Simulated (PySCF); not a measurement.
Species: C4H3OS (charge -1).
SMILES with atom numbers: `[S-:1][c:2]1[cH:3][cH:4][cH:5][o:6]1` (hydrogens: H7 on C3; H8 on C4; H9 on C5)

Structure used (PBE0-D3(BJ)/def2-SVP), in Å, numbered top down from 1:
```
atom  x, y, z in Å
S1     2.841   -0.685    0.007
C2     1.185   -0.312   -0.002
C3     0.468    0.885    0.000
C4    -0.921    0.563   -0.012
C5    -0.996   -0.799   -0.021
O6     0.250   -1.334   -0.015
H7     0.926    1.872    0.009
H8    -1.765    1.255   -0.014
H9    -1.827   -1.503   -0.028
```

Computed, not measured: PySCF 2.14.0, PBE0-D3(BJ)/def2-SVP geometry optimisation, gas phase.

Take the most abundant isotopes and a rigid rotor. 

Give the principal moments of inertia and the rotational constants in MHz.

Ia = 54.26, Ib = 232.46, Ic = 286.71 u·Å²; 505379 MHz·u·Å²/I gives A = 9315, B = 2174, C = 1763 MHz.

Classify the top.

An asymmetric top; Ray's κ = -0.891.

Is it planar, by Δ = Ic − Ia − Ib?

Planar: Δ = Ic − Ia − Ib = 0.00 u·Å². For a rigid frame Δ = −2 Σ m c², so it vanishes when all atoms lie in the ab plane; here none is more than 0.01 Å from it.

Where do the levels up to J = 4 lie, in MHz?

Above 0(0,0):
J = 1: 1(0,1) 3937, 1(1,1) 11077, 1(1,0) 11489
J = 2: 2(0,2) 11793, 2(1,2) 18539, 2(1,1) 19774, 2(2,1) 41195, 2(2,0) 41213
J = 3: 3(0,3) 23534, 3(1,3) 29722, 3(1,2) 32190, 3(2,2) 53006, 3(2,1) 53092, 3(3,1) 89747, 3(3,0) 89748
J = 4: 4(0,4) 39110, 4(1,4) 44613, 4(1,3) 48724, 4(2,3) 68739, 4(2,2) 68996, 4(3,2) 105528, 4(3,1) 105531, 4(4,1) 156921, 4(4,0) 156921
The levels of one J sum to (2J + 1)J(J + 1)(A + B + C)/3.

Which types of transition are allowed, and where do some lines up to J = 3 fall?

The dipole components (about the centre of mass, as the species is charged) are |μa| = 4.40 D, |μb| = 0.07 D, |μc| = 0.00 D; the mirror of this Cs structure is the ab plane, so μc vanishes by symmetry and there are no c-type lines. Intensities carry the squares of the components, which stand as 1.00 : 0.00 (a : b). Some lines, for components of 0.1 D or more:

```csv
type,branch,"J(Ka,Kc)",MHz,lower level (cm⁻¹)
a,Q,"1(1,0) ← 1(1,1)",411,0.369
a,Q,"2(1,1) ← 2(1,2)",1234,0.618
a,Q,"3(1,2) ← 3(1,3)",2468,0.991
a,R,"1(0,1) ← 0(0,0)",3937,0.000
a,R,"2(1,2) ← 1(1,1)",7462,0.369
a,R,"2(0,2) ← 1(0,1)",7856,0.131
a,R,"2(1,1) ← 1(1,0)",8285,0.383
a,R,"3(1,3) ← 2(1,2)",11183,0.618
a,R,"3(0,3) ← 2(0,2)",11741,0.393
a,R,"3(2,2) ← 2(2,1)",11810,1.374
a,R,"3(2,1) ← 2(2,0)",11879,1.375
a,R,"3(1,2) ← 2(1,1)",12416,0.660
```

Estimate the classical rotational partition function at 10 K, 50 K and 100 K.

Point group Cs, symmetry number σ = 1; q = (√π/σ)·√((kT/h)³/(ABC)), k/h = 20836.6 MHz/K: 892 at 10 K, 9980 at 50 K, 28200 at 100 K.

No frequency check. The geometry's basis has no diffuse functions, a weakness for an anion. These are rigid-rotor constants of the computed structure; measured ground-state constants (B0) also hold zero-point vibration.
